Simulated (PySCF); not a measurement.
CHCl₃, SMILES ClC(Cl)Cl (connectivity only; charge and spin as stated), charge +1, multiplicity 2. Geometry optimised at PBE0-D3(BJ)/def2-SVP. The multiplicity is an assumed one; other spin states were not compared.

The numbers are results of PBE0-D3(BJ)/def2-SVP (PySCF), not measurements.

Harmonic wavenumbers (cm⁻¹): 273, 273, 423, 581, 732, 732, 916, 916, 2619. Rotational constants (GHz): 3.230, 3.230, 1.648; symmetry number 3.

Q: Work out the zero-point energy and the ideal-gas rigid-rotor harmonic-oscillator thermochemistry at 298.15 K and 1 atm.

A: ZPE = ½ Σ hcν = ½ × 7464 cm⁻¹ = 10.67 kcal/mol. H − E(el) = 14.09 kcal/mol. Entropy in cal/(mol K): translation 40.25, rotation 25.14, vibration 5.32, spin 1.38, total 72.09. G − E(el) = -7.40 kcal/mol. Cp = 16.39 cal/(mol K).
